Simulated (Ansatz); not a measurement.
Ansatz (a first-principles code) input (B3LYP-D3(BJ)/def2-TZVP):

Ansatz 0.2 input:
```yaml
crystal:
  periodic: [false, false, false]
  atoms:
    - {symbol: C, position_ang: [-0.01161473, -0.02640307, 0.83180950]}
    - {symbol: C, position_ang: [0.01051919, -0.75709445, -0.62801581]}
    - {symbol: C, position_ang: [0.00595158, 0.55569554, -0.51323913]}
    - {symbol: H, position_ang: [0.88841082, -0.06781218, 1.45981855]}
    - {symbol: H, position_ang: [-0.92871443, -0.07190482, 1.43431575]}
    - {symbol: H, position_ang: [0.01116736, 1.50652892, -1.03746167]}
basis:
  gaussian:
    orbitals: def2-TZVP
hamiltonian:
  xc: b3lyp
  dispersion: d3bj
total_charge: -1
phonons: {temperatures: {t_min: 298.15, t_max: 298.15, t_step: 100}}
```

Output:

```
Functional definition: B3LYP
integrals: 0.02 GiB planned
672 factors; their error is unknown
mean field: 0.29 GiB planned
mean field evaluation 1: about -3154.9856 eV, gradient 3.0e1 eV
mean field evaluation 2: about -3152.4982 eV, gradient 4.3e1 eV
mean field evaluation 4: about -3157.4686 eV, gradient 3.6e0 eV
mean field evaluation 8: about -3157.5012 eV, gradient 3.5e-2 eV
mean field evaluation 16: about -3157.4942 eV, gradient 1.1e-5 eV
mean field -3157.49424875 eV, -116.0357734150 hartree, gradient 1.1e-5 eV, S^2 0.000000; 0 other end points of the search recorded, 0 dependent functions left out
the calculation of the forces begins
reference -3157.49444173 eV, -116.0357805070 hartree; 11, 11 occupied and 100, 100 virtual orbitals, 672 factors
these checks for a lower state are left out or cut short: stability, starts, cluster_reference, orbital_swaps, neighbouring_geometries, increment
integrals: 0.02 GiB planned
672 factors; their error is unknown
mean field: 0.29 GiB planned
mean field -3157.49409995 eV, -116.0357679469 hartree, gradient 2.4e-6 eV, S^2 0.000000; 0 other end points of the search recorded, 0 dependent functions left out
the calculation of the forces begins
reference -3157.49429272 eV, -116.0357750311 hartree; 11, 11 occupied and 100, 100 virtual orbitals, 672 factors
these checks for a lower state are left out or cut short: stability, starts, cluster_reference, orbital_swaps, neighbouring_geometries, increment
integrals: 0.02 GiB planned
672 factors; their error is unknown
mean field: 0.29 GiB planned
mean field evaluation 32: about -3157.4941 eV, gradient 2.1e-6 eV
mean field -3157.49410957 eV, -116.0357683004 hartree, gradient 2.4e-6 eV, S^2 0.000000; 0 other end points of the search recorded, 0 dependent functions left out
the calculation of the forces begins
reference -3157.49430277 eV, -116.0357754003 hartree; 11, 11 occupied and 100, 100 virtual orbitals, 672 factors
these checks for a lower state are left out or cut short: stability, starts, cluster_reference, orbital_swaps, neighbouring_geometries, increment
integrals: 0.02 GiB planned
672 factors; their error is unknown
mean field: 0.29 GiB planned
mean field -3157.49415291 eV, -116.0357698929 hartree, gradient 2.4e-6 eV, S^2 0.000000; 0 other end points of the search recorded, 0 dependent functions left out
the calculation of the forces begins
reference -3157.49434588 eV, -116.0357769844 hartree; 11, 11 occupied and 100, 100 virtual orbitals, 672 factors
these checks for a lower state are left out or cut short: stability, starts, cluster_reference, orbital_swaps, neighbouring_geometries, increment
integrals: 0.02 GiB planned
672 factors; their error is unknown
mean field: 0.29 GiB planned
mean field -3157.49414650 eV, -116.0357696573 hartree, gradient 2.4e-6 eV, S^2 0.000000; 0 other end points of the search recorded, 0 dependent functions left out
the calculation of the forces begins
reference -3157.49433950 eV, -116.0357767499 hartree; 11, 11 occupied and 100, 100 virtual orbitals, 672 factors
these checks for a lower state are left out or cut short: stability, starts, cluster_reference, orbital_swaps, neighbouring_geometries, increment
integrals: 0.02 GiB planned
672 factors; their error is unknown
mean field: 0.29 GiB planned
mean field -3157.49422480 eV, -116.0357725350 hartree, gradient 2.4e-6 eV, S^2 0.000000; 0 other end points of the search recorded, 0 dependent functions left out
the calculation of the forces begins
reference -3157.49441785 eV, -116.0357796294 hartree; 11, 11 occupied and 100, 100 virtual orbitals, 672 factors
these checks for a lower state are left out or cut short: stability, starts, cluster_reference, orbital_swaps, neighbouring_geometries, increment
integrals: 0.02 GiB planned
[...]
mean field -3157.49414870 eV, -116.0357697383 hartree, gradient 2.3e-6 eV, S^2 0.000000; 0 other end points of the search recorded, 0 dependent functions left out
the calculation of the forces begins
reference -3157.49434163 eV, -116.0357768283 hartree; 11, 11 occupied and 100, 100 virtual orbitals, 672 factors
these checks for a lower state are left out or cut short: stability, starts, cluster_reference, orbital_swaps, neighbouring_geometries, increment
integrals: 0.02 GiB planned
672 factors; their error is unknown
mean field: 0.29 GiB planned
mean field -3157.49414193 eV, -116.0357694894 hartree, gradient 2.4e-6 eV, S^2 0.000000; 0 other end points of the search recorded, 0 dependent functions left out
the calculation of the forces begins
reference -3157.49433505 eV, -116.0357765864 hartree; 11, 11 occupied and 100, 100 virtual orbitals, 672 factors
these checks for a lower state are left out or cut short: stability, starts, cluster_reference, orbital_swaps, neighbouring_geometries, increment
integrals: 0.02 GiB planned
672 factors; their error is unknown
mean field: 0.29 GiB planned
mean field -3157.49412261 eV, -116.0357687797 hartree, gradient 2.4e-6 eV, S^2 0.000000; 0 other end points of the search recorded, 0 dependent functions left out
the calculation of the forces begins
reference -3157.49431546 eV, -116.0357758667 hartree; 11, 11 occupied and 100, 100 virtual orbitals, 672 factors
these checks for a lower state are left out or cut short: stability, starts, cluster_reference, orbital_swaps, neighbouring_geometries, increment
integrals: 0.02 GiB planned
672 factors; their error is unknown
mean field: 0.29 GiB planned
mean field evaluation 96: about -3157.4983 eV, gradient 3.1e-4 eV
mean field -3157.49410505 eV, -116.0357681343 hartree, gradient 2.3e-6 eV, S^2 0.000000; 0 other end points of the search recorded, 0 dependent functions left out
the calculation of the forces begins
reference -3157.49429801 eV, -116.0357752252 hartree; 11, 11 occupied and 100, 100 virtual orbitals, 672 factors
these checks for a lower state are left out or cut short: stability, starts, cluster_reference, orbital_swaps, neighbouring_geometries, increment
integrals: 0.02 GiB planned
672 factors; their error is unknown
mean field: 0.29 GiB planned
mean field -3157.49411196 eV, -116.0357683880 hartree, gradient 2.4e-6 eV, S^2 0.000000; 0 other end points of the search recorded, 0 dependent functions left out
the calculation of the forces begins
reference -3157.49430497 eV, -116.0357754812 hartree; 11, 11 occupied and 100, 100 virtual orbitals, 672 factors
these checks for a lower state are left out or cut short: stability, starts, cluster_reference, orbital_swaps, neighbouring_geometries, increment
integrals: 0.02 GiB planned
672 factors; their error is unknown
mean field: 0.29 GiB planned
mean field -3157.49418403 eV, -116.0357710366 hartree, gradient 2.4e-6 eV, S^2 0.000000; 0 other end points of the search recorded, 0 dependent functions left out
the calculation of the forces begins
reference -3157.49437701 eV, -116.0357781285 hartree; 11, 11 occupied and 100, 100 virtual orbitals, 672 factors
these checks for a lower state are left out or cut short: stability, starts, cluster_reference, orbital_swaps, neighbouring_geometries, increment
integrals: 0.02 GiB planned
672 factors; their error is unknown
mean field: 0.29 GiB planned
mean field -3157.49417395 eV, -116.0357706664 hartree, gradient 2.4e-6 eV, S^2 0.000000; 0 other end points of the search recorded, 0 dependent functions left out
the calculation of the forces begins
reference -3157.49436694 eV, -116.0357777585 hartree; 11, 11 occupied and 100, 100 virtual orbitals, 672 factors
these checks for a lower state are left out or cut short: stability, starts, cluster_reference, orbital_swaps, neighbouring_geometries, increment
integrals: 0.02 GiB planned
672 factors; their error is unknown
mean field: 0.29 GiB planned
mean field evaluation 128: about -3157.4942 eV, gradient 2.1e-6 eV
mean field -3157.49423864 eV, -116.0357730435 hartree, gradient 2.4e-6 eV, S^2 0.000000; 0 other end points of the search recorded, 0 dependent functions left out
the calculation of the forces begins
reference -3157.49443163 eV, -116.0357801357 hartree; 11, 11 occupied and 100, 100 virtual orbitals, 672 factors
these checks for a lower state are left out or cut short: stability, starts, cluster_reference, orbital_swaps, neighbouring_geometries, increment
integrals: 0.02 GiB planned
672 factors; their error is unknown
mean field: 0.29 GiB planned
mean field -3157.49424267 eV, -116.0357731916 hartree, gradient 2.4e-6 eV, S^2 0.000000; 0 other end points of the search recorded, 0 dependent functions left out
the calculation of the forces begins
reference -3157.49443564 eV, -116.0357802833 hartree; 11, 11 occupied and 100, 100 virtual orbitals, 672 factors
these checks for a lower state are left out or cut short: stability, starts, cluster_reference, orbital_swaps, neighbouring_geometries, increment
integrals: 0.02 GiB planned
672 factors; their error is unknown
mean field: 0.29 GiB planned
mean field -3157.49422185 eV, -116.0357724266 hartree, gradient 2.4e-6 eV, S^2 0.000000; 0 other end points of the search recorded, 0 dependent functions left out
the calculation of the forces begins
reference -3157.49441480 eV, -116.0357795172 hartree; 11, 11 occupied and 100, 100 virtual orbitals, 672 factors
these checks for a lower state are left out or cut short: stability, starts, cluster_reference, orbital_swaps, neighbouring_geometries, increment
integrals: 0.02 GiB planned
672 factors; their error is unknown
mean field: 0.29 GiB planned
mean field -3157.49419592 eV, -116.0357714735 hartree, gradient 2.4e-6 eV, S^2 0.000000; 0 other end points of the search recorded, 0 dependent functions left out
the calculation of the forces begins
reference -3157.49438894 eV, -116.0357785669 hartree; 11, 11 occupied and 100, 100 virtual orbitals, 672 factors
these checks for a lower state are left out or cut short: stability, starts, cluster_reference, orbital_swaps, neighbouring_geometries, increment
integrals: 0.02 GiB planned
672 factors; their error is unknown
mean field: 0.29 GiB planned
mean field -3157.49423047 eV, -116.0357727433 hartree, gradient 2.4e-6 eV, S^2 0.000000; 0 other end points of the search recorded, 0 dependent functions left out
the calculation of the forces begins
reference -3157.49442339 eV, -116.0357798330 hartree; 11, 11 occupied and 100, 100 virtual orbitals, 672 factors
these checks for a lower state are left out or cut short: stability, starts, cluster_reference, orbital_swaps, neighbouring_geometries, increment
integrals: 0.02 GiB planned
672 factors; their error is unknown
mean field: 0.29 GiB planned
mean field evaluation 160: about -3157.4985 eV, gradient 2.4e-4 eV
mean field -3157.49420501 eV, -116.0357718078 hartree, gradient 2.4e-6 eV, S^2 0.000000; 0 other end points of the search recorded, 0 dependent functions left out
the calculation of the forces begins
reference -3157.49439806 eV, -116.0357789020 hartree; 11, 11 occupied and 100, 100 virtual orbitals, 672 factors
these checks for a lower state are left out or cut short: stability, starts, cluster_reference, orbital_swaps, neighbouring_geometries, increment
integrals: 0.02 GiB planned
672 factors; their error is unknown
mean field: 0.29 GiB planned
mean field -3157.49419702 eV, -116.0357715140 hartree, gradient 2.4e-6 eV, S^2 0.000000; 0 other end points of the search recorded, 0 dependent functions left out
the calculation of the forces begins
reference -3157.49439000 eV, -116.0357786061 hartree; 11, 11 occupied and 100, 100 virtual orbitals, 672 factors
these checks for a lower state are left out or cut short: stability, starts, cluster_reference, orbital_swaps, neighbouring_geometries, increment
integrals: 0.02 GiB planned
672 factors; their error is unknown
mean field: 0.29 GiB planned
mean field -3157.49421556 eV, -116.0357721956 hartree, gradient 2.4e-6 eV, S^2 0.000000; 0 other end points of the search recorded, 0 dependent functions left out
the calculation of the forces begins
reference -3157.49440855 eV, -116.0357792875 hartree; 11, 11 occupied and 100, 100 virtual orbitals, 672 factors
Total energy: -3157.63240661 eV, -116.0408506229 hartree
Atom 0 at    -0.011615    -0.026403     0.831810 Å, force    -0.000005     0.000027     0.000366 eV/Å
Atom 1 at     0.010519    -0.757094    -0.628016 Å, force     0.000006    -0.000422    -0.000325 eV/Å
Atom 2 at     0.005952     0.555696    -0.513239 Å, force     0.000004     0.000279    -0.000359 eV/Å
Atom 3 at     0.888411    -0.067812     1.459819 Å, force    -0.000121     0.000011     0.000137 eV/Å
Atom 4 at    -0.928714    -0.071905     1.434316 Å, force     0.000117     0.000011     0.000141 eV/Å
Atom 5 at     0.011167     1.506529    -1.037462 Å, force    -0.000001     0.000093     0.000040 eV/Å
Dipole moment:    -0.005785     0.587817     0.317882 e Å
Vibrations: 606.16 618.33 873.08 919.26 964.85 1071.54 1155.95 1483.51 1605.93 2923.74 2935.25 3093.46 cm⁻¹, zero-point energy 1.131421 eV
```

It need not be the lowest isomer of its formula. Whether it binds its extra electron was not tested at this geometry.
